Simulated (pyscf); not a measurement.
**Multi-bond step: SnH₂ [singlet] + SnH₄ + H₂O → HO–SnH₂–SnH₃ + H₂**

Gas phase, singlet surface, charge 0. Bonds broken: Sn2–H3, O9–H10. Bonds formed: Sn1–Sn2, Sn1–O9, H3–H10. PySCF, gas phase, ωB97X-D3(BJ)/def2-SVP geometries.

Transition state (Å):

```xyz
11

Sn    -0.0738    -0.4329    -0.4478
Sn    -1.9860     1.7461    -0.6749
H     -0.2359     2.4144    -1.2614
H      0.4402    -1.4510    -1.7534
H      0.7149    -1.1463     0.9101
H     -1.9424     2.7624     0.7045
H     -3.2768     0.6225    -0.3052
H     -2.6072     2.4598    -2.1154
O      1.5142     1.0591    -0.8097
H      0.8553     1.8491    -1.0438
H      2.0722     0.9174    -1.5868
```

One imaginary mode, 328i cm⁻¹; descent along it reached the two sides named, in the forms told below.

| bond | change | reactant side (Å) | saddle | product side |
|---|---|---|---|---|
| Sn2–H3 | breaks | 1.720 | 1.963 | 3.6 |
| O9–H10 | breaks | 0.970 | 1.055 | 2.319 |
| Sn1–Sn2 | forms | 3.8 | 2.9 | 2.7 |
| Sn1–O9 | forms | 2.401 | 2.209 | 2.000 |
| H3–H10 | forms | 1.884 | 1.248 | 0.764 |

Electronic energies relative to the separated reactants (kcal/mol):

```tsv
level	barrier	reaction energy	reverse barrier
ωB97X-D3(BJ)/def2-TZVP	-1.8	-42.3	40.5
PBE/def2-TZVP	0.3	-30.8	31.0
r²SCAN/def2-TZVP	-1.2	-35.1	33.9
B3LYP-D3(BJ)/def2-TZVP	4.6	-30.2	34.8
PBE0-D3(BJ)/def2-TZVP	0.1	-33.1	33.3
M06-2X/def2-TZVP	2.5	-34.1	36.6
ωB97M-D3(BJ)/def2-TZVP	8.3	-29.3	37.6
HF/def2-TZVP	26.5	-22.7	49.1
```

With ωB97M-D3(BJ)/def2-TZVP energies and thermal terms (ideal gas, 1 atm, RRHO with modes under 100 cm⁻¹ raised to 100, one conformer, R ln 2 for rigid chiral ones), in kcal/mol:

```csv
T (K),ΔH‡,ΔG‡,ΔH,ΔG
298,9.4,28.9,-29.4,-19.0
600,10.2,48.5,-27.5,-9.2
900,11.8,67.4,-25.6,-0.5
1200,13.7,85.6,-23.8,+7.6
```

On the reactant side the descent ends in an adduct with a O–Sn contact (not fully relaxed), 20.2 kcal/mol under the separated species and 18.4 kcal/mol under the saddle at ωB97X-D3(BJ)/def2-TZVP. At ωB97X-D3(BJ), r²SCAN the saddle lies under the separated reactants, which points to a path from their complex (located at ωB97X-D3(BJ) alone). What is counted as formed (O–Sn) is already present as a longer contact in the reactant adduct; forming that adduct is a step of its own. This is the saddle that the search found; another between the same sides may lie lower. Elements past Kr carry the def2 core potentials, without spin-orbit coupling.
